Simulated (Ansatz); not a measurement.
# SiH4 (singlet): wave-function methods side by side at scale of all distances = 0.866, 6-31G

Aim: climb from Hartree-Fock through coupled cluster and multireference methods for SiH4 (singlet) at one geometry and basis, and see what each rung misses.

The runs use Ansatz 0.2.0, Gaussian basis; 6-31G, core rule «outside noble gas», up to 5 orbitals frozen.

To be run: UHF; CCSD(T) on RHF; BCCD(T) on RHF; CISD; CCSDT(Q) on RHF; CISDTQ; CCSDTQ on RHF; CASSCF and MRCISD+Q, 2 electrons in 2 orbitals; CASSCF and NEVPT2, 2 electrons in 2 orbitals; CASSCF and MRCISD+Q, 8 electrons in 8 orbitals; CASSCF and NEVPT2, 8 electrons in 8 orbitals; Full CI.

13 further runs of the same task are left out: 2 for a known fault of the program, 8 that didn't finish, 3 set aside as unsound or not needed.

### Step 1. The geometry

The geometry derives from a PBE0/def2-TZVP stationary point (not a proven minimum). All distances are scaled together.

5 atoms, charge 0, spin multiplicity 1.

Atoms are counted from 1 here; the program's logs count them from 0.

Bond lengths: Si1–H2 1.286 Å, Si1–H3 1.286 Å, Si1–H4 1.286 Å, Si1–H5 1.286 Å. Angles: H2–Si1–H3 109.5°, H2–Si1–H4 109.5°, H2–Si1–H5 109.5°, H3–Si1–H4 109.5°, H3–Si1–H5 109.5°, H4–Si1–H5 109.5°.

### Step 2. UHF

in.yaml reads:

```yaml
crystal:
  periodic: [false, false, false]
  atoms:
    - {symbol: Si, position_ang: [0.000000, 0.000000, 0.000000]}
    - {symbol: H, position_ang: [0.741166, 0.743673, 0.742015]}
    - {symbol: H, position_ang: [-0.744371, -0.739931, 0.742548]}
    - {symbol: H, position_ang: [-0.740196, 0.740893, -0.745755]}
    - {symbol: H, position_ang: [0.743401, -0.744635, -0.738808]}
basis:
  gaussian: {orbitals: 6-31G}
magnetization: {spin_polarized: true, initial_magnetization: 0}
hamiltonian: {xc: hf}
output: {orbitals: {seedname: orbitals}}
```

Started as:

```
ansatz run in.yaml --threads 1 --pin off --events-out ev --progress --plain --max-ram 2393MiB
```

After this run come: CCSD(T) on RHF; BCCD(T) on RHF; CISD; CCSDT(Q) on RHF; CISDTQ; CCSDTQ on RHF; CASSCF and MRCISD+Q, 2 electrons in 2 orbitals; CASSCF and NEVPT2, 2 electrons in 2 orbitals; CASSCF and MRCISD+Q, 8 electrons in 8 orbitals; CASSCF and NEVPT2, 8 electrons in 8 orbitals; Full CI.

Before running them: what should the planned runs give, taken together? Wanted: FCI below the RHF energy; RMP2 from FCI; RCCSD from FCI; RCCSD(T) from FCI; RCCSDT(Q) from FCI; NEVPT2 pair from FCI; MRCISD+Q pair from FCI; NEVPT2 valence from FCI; T1 diagnostic.

As calculated:

| quantity | value |
| --- | --- |
| FCI below the RHF energy | -2.0874 eV |
| RMP2 from FCI | +53.7 kJ/mol |
| RCCSD from FCI | +2.3 kJ/mol |
| RCCSD(T) from FCI | +0.6 kJ/mol |
| RCCSDT(Q) from FCI | 0.0 kJ/mol |
| NEVPT2 pair from FCI | +47.0 kJ/mol |
| MRCISD+Q pair from FCI | -0.3 kJ/mol |
| NEVPT2 valence from FCI | +18.9 kJ/mol |
| levels within 1 kcal/mol (43 meV) | RCCSD, RCCSD(T), BCCD(T), RCCSDT, CISDTQ, RCCSDT(Q), RCCSDTQ, MRCISD+Q pair, MRCISD valence, MRCISD+Q valence |
| T1 diagnostic | 0.008 |
| effectively unpaired electrons | 0.01 |

RCCSD(T) lands +0.6 kJ/mol from the yardstick (0.3 % of the correlation energy). MRCISD+Q pair falls below full CI: the +Q correction isn't variational, and the cores differ from full CI's. One determinant dominates. Of the multireference levels listed MRCISD+Q pair comes nearest in total energy (-0.3 kJ/mol), which doesn't show that its space is the better one. These misses are within one basis, not against nature.
